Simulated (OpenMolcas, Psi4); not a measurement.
**How methods differ on NOF (nitrosyl fluoride)**

NOF: 3 atoms, total charge 0, spin state singlet. As SMILES, `O=NF`. Geometry: relaxed at PBE0-D4/def2-TZVP.

```xyz
3

O     0.8683    0.2430    0.5047
N     0.1489   -0.4825    0.0299
F    -1.0173    0.2396   -0.5346
```

Each level gives the dipole moment (D). The values are calculated.

**The experiment to reproduce.** NIST CCCBDB; in doubt: newer work gives another value gives the dipole moment of the gas as 1.81 D.

```
               level                    kind     program  value (D)  computed − measured
       HF/def2-TZVPP            Hartree–Fock        Psi4       1.64                -0.17
    SVWN5/def2-TZVPP                     LDA  OpenMolcas       1.27                -0.54
     BLYP/def2-TZVPP                     GGA  OpenMolcas       1.27                -0.54
      PBE/def2-TZVPP                     GGA        Psi4       1.26                -0.55
   revPBE/def2-TZVPP                     GGA        Psi4       1.26                -0.55
    M06-L/def2-TZVPP                meta-GGA        Psi4       1.40                -0.41
    BHLYP/def2-TZVPP           global hybrid        Psi4       1.52                -0.29
CAM-B3LYP/def2-TZVPP  range-separated hybrid        Psi4       1.44                -0.37
```

Nearest: HF/def2-TZVPP (-0.17 D); farthest: revPBE/def2-TZVPP (-0.55 D). The measured dipole is a vibrational average, so differences of a few hundredths of a debye mean little. Computed less measured by kind, in D (def2-TZVPP rows): Hartree–Fock -0.17; LDA -0.54; GGA -0.55 to -0.54; meta-GGA -0.41; global hybrid -0.29; range-separated hybrid -0.37. Magnitudes only.
